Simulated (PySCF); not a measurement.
methane (CH4), SMILES C. Geometry: B3LYP-D3(BJ)/def2-TZVPD.

PySCF with TDA-LC-ωPBE/def2-TZVPD puts the lowest singlet excitations at 10.73, 10.73, 10.73, 12.83, 12.83, 12.83 eV and the lowest triplet (TDA) at 10.19 eV.

Task: What are the lowest singlet roots from EOM-CCSD/aug-cc-pVDZ (PySCF 2.14.0)? (The exact figures need the calculation; the answer reports its results.)

Result: 10.52, 10.52, 10.52, 11.81, 11.81, 11.81 eV; triplets 10.11, 10.11, 10.11 eV. S1 differs by -0.21 eV (second minus first; roots are paired by order, and the bases may differ).
